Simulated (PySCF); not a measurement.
Species: monofluorosilane, FH3Si.
SMILES with atom numbers: `[F:1][SiH3:2]` (hydrogens: H3, H4, H5 on Si2)

Structure used (PBE0-D3(BJ)/def2-SVP), in Å, numbered top down from 1:
```xyz
5
FH3Si angstrom
F      1.5719   -0.0543   -0.2225
Si    -0.0367    0.0025   -0.0013
H     -0.4921    1.4059   -0.2014
H     -0.3431   -0.4484    1.3845
H     -0.6829   -0.9000   -0.9938
```

Computed with core-valence-separated Tamm–Dancoff BHandHLYP/aug-pcX-1 (pcseg-1 on H, def2-SVPD on Si) in PySCF, non-relativistic, gas phase, PBE0-D3(BJ)/def2-SVP geometry.

Computed fluorine K-edge spectrum, Gaussian lines of 0.8 eV full width, highest printed point 100; it ends one width below the last computed root. BHandHLYP without relativity tends to put these K edges a few eV too low, so spacings mean more than positions.

(photon energy (eV), absorption): (683.5, 0), (683.6, 1), (683.7, 2), (683.8, 3), (683.9, 6), (684.0, 11), (684.1, 18), (684.2, 26), (684.3, 35), (684.4, 43), (684.5, 48), (684.6, 50), (684.7, 48), (684.8, 41), (684.9, 33), (685.0, 24), (685.1, 16), (685.2, 10), (685.3, 6), (685.4, 3), (685.5, 1), (685.6, 1), (685.7, 1), (685.8, 1), (685.9, 2), (686.0, 5), (686.1, 9), (686.2, 17), (686.3, 28), (686.4, 43), (686.5, 61), (686.6, 78), (686.7, 92), (686.8, 100), (686.9, 100), (687.0, 91), (687.1, 76), (687.2, 59), (687.3, 42), (687.4, 27), (687.5, 17), (687.6, 11), (687.7, 8), (687.8, 8), (687.9, 10), (688.0, 14), (688.1, 19), (688.2, 26), (688.3, 33), (688.4, 41), (688.5, 49), (688.6, 54), (688.7, 56), (688.8, 54), (688.9, 49), (689.0, 40)

Task: Assign the maxima to core holes.

Result: 3 maxima:
- 684.6 eV: F1 (silicon-bound fluorine), 684.59 eV, f = 0.014, 100 % of the height at the exact maximum
- 686.8 eV: F1 (silicon-bound fluorine), 686.86 eV, f = 0.023, sum of 2, 82 % of the height at the exact maximum; F1 (silicon-bound fluorine), 686.77 eV, f = 0.005, 18 % of the height at the exact maximum
- 688.7 eV: F1 (silicon-bound fluorine), 688.75 eV, f = 0.014, sum of 2, 92 % of the height at the exact maximum

Further lines of some strength in the range: F1, 688.25 eV, f = 0.003.

Roots within 0.03 eV on the same or equivalent atoms count as one line; shares under 12 % aren't listed.

Vibrational structure and lifetime widths aren't in the curve. The ionisation threshold wasn't computed; near and above it a finite basis only mimics Rydberg series and continuum.

The run took 0.65 s on an Arm Neoverse V2 with one thread (shared host), and the process peaked at 0.33 GiB of memory.
